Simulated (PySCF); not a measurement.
**Electric field gradients and quadrupole coupling constants**

Species: H3Si(SH), H4SSi.
Geometry (PBE0-D3(BJ)/def2-TZVP, Å), atoms numbered from 1 in this order:
```xyz
6
H4SSi angstrom
Si    -0.4869   -0.0964    0.0058
S      1.4649    0.7458   -0.2055
H     -0.6955   -0.6610    1.3632
H     -1.4161    1.0365   -0.2190
H     -0.7345   -1.1622   -0.9980
H      2.1104   -0.4092    0.0274
```

Field gradients from the PBE0/pcSseg-2 density (PySCF, non-relativistic), principal values in atomic units, ordered |Vxx| ≤ |Vyy| ≤ |Vzz|:

```tsv
atom	Vxx	Vyy	Vzz
S2	0.3056	1.8088	-2.1144
```

**Question.** Find the asymmetry η = (Vxx − Vyy)/Vzz and the couplings χ = eQV/h (234.96 MHz × Q in barn × V in au), with Q(33S) = −0.0678 b.

**Answer.** 
| atom | environment | nucleus | η | χzz (MHz) | χxx (MHz) | χyy (MHz) |
| --- | --- | --- | --- | --- | --- | --- |
| S2 | sulfur bonded to Si and H | 33S | 0.71 | 33.68 | -4.87 | -28.81 |

The tensor is traceless: Vxx + Vyy + Vzz = 0.

**Question.** What is Vzz at S2 in SI units (1 au = 9.71736 × 10²¹ V/m²)?

**Answer.** -2.1144 au = -20.546 × 10²¹ V/m².

**Question.** What couplings would deuterons (Q(2H) = 0.00286 b) have in place of the hydrogens, at this geometry?

**Answer.** 
```
atom  bonded to  bond length (Å)  Vzz (au)     η  χzz (kHz)
  H3        Si1            1.485    0.1380  0.01         93
  H4        Si1            1.482    0.1396  0.02         94
  H5        Si1            1.485    0.1379  0.01         93
  H6         S2            1.343    0.2266  0.11        152
```

Geometry: PBE0-D3(BJ)/def2-TZVP; no solvent, vibrations or thermal averaging.
